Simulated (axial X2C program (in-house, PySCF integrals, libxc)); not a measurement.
# Levels of SiH by electron attachment to SiH⁺ (EOM-EA-CCSD)

Calculated with an in-house all-electron X2C program for linear molecules (integrals from PySCF): two-component X2C with atomic mean-field Coulomb and Gaunt terms, Gaussian nuclei, basis Si dyall-av3z, H dyall-av3z with contracted cores.

R = 1.766 Å (1.150 times 1.536 Å, the PBE0 minimum at charge 0 for the lowest determinant).

Levels of SiH obtained by attaching an electron to SiH⁺:

| Ω | binding energy (eV) | above lowest (cm⁻¹) | attached spinor | one-particle weight |
| --- | --- | --- | --- | --- |
| 1/2 | 7.895 | 0 | 86% Si pπ, 9% H pπ | 0.95 |
| 3/2 | 7.878 | 136 | 86% Si pπ, 9% H pπ | 0.95 |
| 1/2 | 3.962 | 31722 | 26% Si dσ, 21% Si pσ, 19% H sσ | 0.95 |
| 1/2 | 2.956 | 39834 | 36% H sσ, 35% Si sσ, 23% Si dσ | 0.97 |

Question: What is the splitting of the first π pair in the table, and is it regular or inverted?

Answer: E(3/2) − E(1/2) = 136 − 0 = 136 cm⁻¹ at EOM-EA-CCSD: regular, Ω = 1/2 lower. Splittings at this level can be off by ten to twenty per cent.

This point took 4.4 s on 1 thread of Intel(R) Xeon(R) Processor @ 2.30GHz, on a shared host.

Reference electrons by ω block (each with its −ω partner): 1/2: 6, 3/2: 1. 4 electrons of SiH⁺ correlated (inner shells frozen), 90 natural virtual spinors (a truncated set); levels can be off by some tenths of an eV. Roots sought by Ω: (1/2: 5, 3/2: 4, 5/2: 2, 7/2: 1); rows need 60 % one-particle weight and stop where some Ω has no more roots. Missing are any skipped roots, higher Ω and states of a further excitation; these come out far too high here and may in truth be low or lowest. T1 of the reference 0.014 (Lee–Taylor). The reference was not checked to be the lowest state of its species. Number of frozen shells: Si 2 s, 1 p; H none.
